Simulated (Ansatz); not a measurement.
`[NH2][AlH][OH]` → `[NH2][AlH]`• + `[OH]`• at 700 K and 1 bar (homolysis of the Al–O bond).

Calculated with Ansatz (gas phase, PBE0-D4/def2-TZVP geometries, no zero-point term in ΔE). CCSD(T)/CBS is the MP2 limit (def2-TZVPP, def2-QZVPP) plus CCSD(T) − MP2 in def2-TZVPP, frozen cores. This one scheme is used for every species. No spin–orbit coupling; open shells (•) take unrestricted orbitals. Each species was taken in one conformer, which may not be the lowest.

```tsv
species	CCSD(T)/CBS energy (Eh)	H − E (kJ/mol)	S (J/(mol·K))
`[NH2][AlH][OH]`	-374.39395	178.0	375.5
`[NH2][AlH]`•	-298.50140	121.1	315.0
`[OH]`•	-75.67771	42.8	208.9
```

H − E and S are ideal-gas, rigid-rotor, harmonic terms from PBE0-D4/def2-TZVP, for one conformer and one mirror image of each species, with the whole ground term of open shells counted as degenerate. 1 Eh = 2625.50 kJ/mol, R = 8.31446 J/(mol·K).

By hand: ΔE, ΔH, ΔS and ΔG.

ΔE = (-298.50140) + (-75.67771) − (-374.39395) = 0.21484 Eh = 564.1 kJ/mol. Δ(H − E) = 121.1 + 42.8 − 178.0 = -14.1, so ΔH = 550.0 kJ/mol. ΔS = 315.0 + 208.9 − 375.5 = 148.4 J/(mol·K). ΔG = 550.0 − 700 × (148.4)/1000 = 446.1 kJ/mol.

By hand: the equilibrium constant, and the temperature at which ΔG would vanish if ΔH and ΔS stayed fixed.

log₁₀ K = −ΔG/(RT ln 10) = -33.3. ΔG = 0 at ΔH/ΔS = 3706 K, far beyond where these terms or the molecules hold.

The number of gas molecules changes by +1, which sets the sign of ΔS. A doubt of 5 kJ/mol in ΔE shifts log₁₀ K by 0.4 here. Other conformers and mirror images would add mixing entropy, several J/(mol·K) or more a flexible species. These are equilibria of isolated gas molecules and say nothing of rates. Largest T1 diagnostic: 0.015 (customary marks: 0.02 for closed shells, 0.045 for open ones).
